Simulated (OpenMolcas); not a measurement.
**SiH3O (SMILES O[SiH2]): methods side by side**

SiH3O: 5 atoms, total charge 0, spin state doublet. As SMILES, `O[SiH2]`. The shape is that of a GFN2-xTB optimisation. This is one conformer, not always the lowest.

```tsv
atom	x (Å)	y (Å)	z (Å)
O	0.5573	-0.4338	0.7985
Si	0.0019	0.3419	-0.5339
H	0.7257	-1.3707	0.8148
H	-1.2448	-0.2536	-1.0008
H	-0.0401	1.7160	-0.0786
```

Quantity: the energy change with the Si2–H4 bond stretched from 1.458 to 3.646 Å, in eV. The values are calculated.

```json
{"level": "ROHF/STO-3G", "kind": "Hartree–Fock", "program": "OpenMolcas", "value (eV)": "3.02", "less FCI/STO-3G": "+0.15", "CPU time (all runs)": "4.4 s"}
{"level": "UHF/STO-3G", "kind": "Hartree–Fock", "program": "OpenMolcas", "value (eV)": "3.03", "less FCI/STO-3G": "+0.16", "CPU time (all runs)": "3.3 s"}
{"level": "UM06-2X/STO-3G", "kind": "hybrid meta-GGA", "program": "OpenMolcas", "value (eV)": "3.32", "less FCI/STO-3G": "+0.45", "CPU time (all runs)": "17 s"}
{"level": "CASSCF(3,3)/STO-3G", "kind": "multireference", "program": "OpenMolcas", "value (eV)": "3.08", "less FCI/STO-3G": "+0.21", "CPU time (all runs)": "4.5 s"}
{"level": "ROCCSD(T)/STO-3G", "kind": "coupled cluster or CI", "program": "OpenMolcas", "value (eV)": "2.79", "less FCI/STO-3G": "-0.08", "CPU time (all runs)": "4.7 s"}
{"level": "FCI/STO-3G", "kind": "exact in the basis", "program": "OpenMolcas", "value (eV)": "2.87", "less FCI/STO-3G": "0.00", "CPU time (all runs)": "34 s"}
```

FCI/STO-3G is exact within its basis and frozen core, so for wave-function methods in that basis the difference is their error; functionals converge differently with the basis, so for them it is only a difference. The first shape isn't each level's own minimum. The values span 2.79 to 3.32 eV. All rows use very small basis sets, so even the best lies far from the true value. Times are those of the runs behind each value, whatever else they computed, on shared processors of several kinds: orders of magnitude only.
